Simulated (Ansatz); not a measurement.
# C3H6F2: basis-set convergence

One table from this session's results is given with a row withheld; the runs are named, their logs left out.

The runs use Ansatz 0.2.0, Gaussian basis; one geometry, several basis sets.

Plan: PBE0-D4/def2-SVP; ωB97M-V/def2-SVP; PBE0-D4/def2-QZVPP; ωB97M-V/def2-QZVPP; the functionals' def2-TZVPP values are taken from earlier runs.

## Structure used throughout

All runs share one geometry, relaxed beforehand with PBE0-D4 in a triple-zeta def2 set.

SMILES `CC(C)(F)F`, 11 atoms, charge 0, spin multiplicity 1.

Atoms are counted from 1 here; the program's logs count them from 0.

Bond lengths: C1–C2 1.504 Å, C1–H6 1.090 Å, C1–H7 1.090 Å, C1–H8 1.090 Å, C2–C3 1.504 Å, C2–F4 1.370 Å, C2–F5 1.370 Å, C3–H9 1.090 Å, C3–H10 1.090 Å, C3–H11 1.090 Å. Angles: C2–C1–H6 109.2°, C2–C1–H7 110.1°, C2–C1–H8 110.0°, H6–C1–H7 109.2°, H6–C1–H8 109.2°, H7–C1–H8 109.1°, C1–C2–C3 116.0°, C1–C2–F4 108.7°, C1–C2–F5 108.7°, C3–C2–F4 108.7°, C3–C2–F5 108.7°, F4–C2–F5 105.6°, C2–C3–H9 110.0°, C2–C3–H10 109.2°, C2–C3–H11 110.1°, H9–C3–H10 109.2°, H9–C3–H11 109.1°, H10–C3–H11 109.2°.

Set-up of the first run:

Input file in.yaml:

```yaml
crystal:
  periodic: [false, false, false]
  atoms:
    - {symbol: C, position_ang: [-1.154136, 0.441297, 0.391197]}
    - {symbol: C, position_ang: [0.152158, 0.368092, -0.351352]}
    - {symbol: C, position_ang: [1.022092, -0.819062, -0.039868]}
    - {symbol: F, position_ang: [-0.106471, 0.381808, -1.696997]}
    - {symbol: F, position_ang: [0.864191, 1.511816, -0.100856]}
    - {symbol: H, position_ang: [-1.692034, 1.338404, 0.083859]}
    - {symbol: H, position_ang: [-0.971717, 0.483256, 1.465289]}
    - {symbol: H, position_ang: [-1.761717, -0.435543, 0.166030]}
    - {symbol: H, position_ang: [1.285470, -0.822050, 1.018116]}
    - {symbol: H, position_ang: [1.933322, -0.762632, -0.635741]}
    - {symbol: H, position_ang: [0.494141, -1.742484, -0.279176]}
basis:
  gaussian: {orbitals: def2-SVP}
hamiltonian: {xc: pbe0, dispersion: d4}
output: {orbitals: {seedname: orbitals}}
```

Run with:

```
$ ansatz run in.yaml --threads 4 --pin off --events-out ev --progress --plain --max-ram 10444MiB
```

Among the steps run: PBE0-D4 in def2-SVP; ωB97M-V in def2-SVP; PBE0-D4 in def2-QZVPP; ωB97M-V in def2-QZVPP.

One table of the session follows, with a row left open; its other results are not shown here.

It belongs to the step «Functionals by basis». 

| functional | basis | HOMO (eV) | LUMO (eV) |
| --- | --- | --- | --- |
| PBE0-D4 | def2-SVP | -9.33 | 1.86 |
| PBE0-D4 | def2-TZVPP | ? | ? |
| PBE0-D4 | def2-QZVPP | -9.50 | 0.71 |
| ωB97M-V | def2-SVP | -11.73 | 3.46 |
| ωB97M-V | def2-TZVPP | -11.88 | 2.60 |
| ωB97M-V | def2-QZVPP | -11.92 | 1.82 |

**Question.** Estimate the row for PBE0-D4, def2-TZVPP.

**Answer.** HOMO (eV): -9.47; LUMO (eV): 1.21. In the column «HOMO (eV)» it lies between PBE0-D4, def2-QZVPP (-9.50) and PBE0-D4, def2-SVP (-9.33).
